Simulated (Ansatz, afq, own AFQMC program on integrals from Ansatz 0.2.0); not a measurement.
Atomization energy of AgCH₃, singlet, worked out

```xyz
5

C    -0.1724    0.0602   -0.0797
Ag    1.6428   -0.6853    0.6304
H    -0.9332   -0.0811    0.7000
H    -0.4431   -0.4952   -0.9878
H    -0.0442    1.1278   -0.3043
```

Connectivity, by distances: CH3–Ag.

Basis def2-TZVP with its core potentials. Noble-gas cores (and the filled d shells of Ga–Kr and In–Xe) are frozen. Ansatz 0.2.0 and our own AFQMC program on the same integrals; the CISD trial comes from CCSD amplitudes, and released means the phaseless constraint is let go. ± is one standard error of the sampling. No spin–orbit coupling. The metal's outer-core s and p shells are frozen, which shifts wave-function levels against functionals.

Total energies in eV. CBS is CCSD(T) at the limit of def2-TZVPP/QZVPP (extrapolated itself); the highest rung of each member is named.

Cautions: no spin-orbit coupling; outer-core shells of the metal frozen; AgCH₃ (singlet): the released energies are still falling, so no released level is given (meV from the phaseless value at times in 1/Eh: -9 ± 4 at 0.24, -17 ± 6 at 0.60, -25 ± 7 at 1.20, -32 ± 10 at 1.80, -5 ± 18 at 2.60).

```tsv
member	count	CCSD(T)/def2-TZVP	highest rung in def2-TZVP	which	CCSD(T)/CBS
C (triplet)	+1	-1028.0742	-1028.0883	FCI	-1028.3149
Ag (doublet)	+1	-3983.5780	-3983.5827	CCSDT(Q)	-3987.7742
H (doublet)	+3	-13.6005	-13.6005	FCI	-13.6059
AgCH₃, singlet	-1	-5067.2090	-5067.2331	CCSDT(Q)	-5072.1087
```

Task: Work out the best estimate of the atomization energy: the CCSD(T)/CBS difference plus the step from CCSD(T) to the highest rung.

Result: Sums with the counts: CCSD(T)/CBS 15.2019 eV, highest rung 14.7606 eV, CCSD(T)/def2-TZVP 14.7553 eV. The step is 14.7606 − 14.7553 = 0.0053 eV, so the best estimate is 15.2019 + (0.0053) = 15.2072 eV = 1467.3 kJ/mol. The basis set is worth 0.447 eV of it. Zero-point, core-correlation and spin–orbit terms aren't in it.

Best estimates are given only where the step beyond CCSD(T) is under 0.3 eV and no member's determinant is very poor (T1 over 0.05, or 0.07 for open shells, ⟨S²⟩ too high by 0.3, two states mixed), so the hardest cases are missing from such tables.

CCSDT and higher add their correlation energy to the determinant of the CCSD(T) run, since their own runs factorise the integrals more tightly (a shift of under 2 meV). Each member of a difference takes its own highest rung, so a best estimate needn't equal the limit plus the step of one row. The exponents were fitted on light atoms, and def2 sets of heavy atoms don't grow evenly, so the limit is rough here.
